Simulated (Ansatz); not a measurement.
# BC+ (singlet): from Hartree-Fock to the top rungs at distance B1–C2 = 3.290 Å, cc-pVDZ

An exercise on one series of results from a longer session: the logs are not shown, and one member is left open.

Computed with Ansatz 0.2.0, Gaussian basis. Level: cc-pVDZ, core rule «outside noble gas», up to 2 orbitals frozen.

Plan: UHF; CCSD(T) on RHF; CCSD(T) on UHF; BCCD(T) on RHF; CISD; CCSDT(Q) on RHF; CCSDT(Q) on UHF; CCSDTQ on RHF; CASSCF and MRCISD+Q, 2 electrons in 2 orbitals; CASSCF and NEVPT2, 2 electrons in 2 orbitals; CASSCF and MRCISD+Q, 6 electrons in 8 orbitals; CASSCF and NEVPT2, 6 electrons in 8 orbitals; Full CI.

18 further runs of the same task are left out: 1 for a known fault of the program, 1 for a mislabelled method, 14 that didn't finish, 2 set aside as unsound or not needed.

**The system**

The geometry derives from a PBE0/def2-TZVP stationary point (not a proven minimum). One bond is set to the value named and the two fragments are kept rigid.

2 atoms, charge 1, spin multiplicity 1.

Atoms are counted from 1 here; the program's logs count them from 0.

No contacts short enough for the rule that draws bonds.

The first run:

in.yaml

```yaml
crystal:
  periodic: [false, false, false]
  atoms:
    - {symbol: B, position_ang: [0.000000, 0.000000, 0.000000]}
    - {symbol: C, position_ang: [0.000000, 0.000000, 3.290000]}
basis:
  gaussian: {orbitals: cc-pVDZ}
total_charge: 1
magnetization: {spin_polarized: true, initial_magnetization: 0}
hamiltonian: {xc: hf}
output: {orbitals: {seedname: orbitals}}
```

On the command line:

```bash
$ ansatz run in.yaml --threads 1 --pin off --events-out ev --progress --plain --max-ram 2393MiB
```

Steps of the session up to this table: UHF; CCSD(T) on RHF; CCSD(T) on UHF; BCCD(T) on RHF; CISD; CCSDT(Q) on RHF; CCSDT(Q) on UHF; CCSDTQ on RHF; CASSCF and MRCISD+Q, 2 electrons in 2 orbitals; CASSCF and NEVPT2, 2 electrons in 2 orbitals; CASSCF and MRCISD+Q, 6 electrons in 8 orbitals; CASSCF and NEVPT2, 6 electrons in 8 orbitals; Full CI.

One table of the session follows, with a row left open; its other results are not shown here.

```
   method  from FCI (meV)
      RHF         +4584.6
     RMP2         +1756.2
     CISD          +586.4
    RCCSD          +177.5
 RCCSD(T)           +72.5
  BCCD(T)           +72.6
   RCCSDT           +39.8
RCCSDT(Q)               ?
  RCCSDTQ            +1.1
      FCI               0
```

Q: Estimate the row for RCCSDT(Q) from the others.

As computed: from FCI (meV): +16.8. In the column «from FCI (meV)» it lies between RCCSDTQ (+1.1) and RCCSDT (+39.8).

Left out of the table: CASSCF pair, NEVPT2 pair, MRCISD pair, MRCISD+Q pair, CASSCF valence, NEVPT2 valence, MRCISD valence, MRCISD+Q valence (the active space lost an orbital or holds another state than full CI finds).

Caveats from the session: Left out of the table: UHF, UMP2, UCCSD, UCCSD(T), UCCSDT, UCCSDT(Q) (another determinant or state than the rows shown). Warnings in the runs' records: passed over end.
